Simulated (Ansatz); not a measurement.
Two shapes of singlet BH4(-).

Shape 1:

```xyz
5

B    -0.0246   -0.0428    0.0080
H     0.7247    0.7725    0.7167
H     0.7156   -0.7049   -0.6769
H    -0.6858    0.6923   -0.7363
H    -0.7649   -0.7066    0.7013
```

Shape 2:

```xyz
5

B     0.0000    0.0000    0.0000
H     0.6651    0.6651    0.6651
H     0.6651   -0.6651   -0.6651
H    -0.6651    0.6651   -0.6651
H    -0.6651   -0.6651    0.6651
```

Basis set: cc-pVTZ (spherical functions). Left uncorrelated: 1 orbital. Charge -1, multiplicity 1.

Computed with Ansatz (development build ahead of 0.2.0); each method stands on the lowest determinant of its kind that the runs found.

Which shape is lower in energy, and by how much in each method?

```csv
method,E(2) − E(1) (eV)
RHF,0.294
RHF-MP2,0.213
```

Shape 1 is lower. Caution: no diffuse functions for an anion.
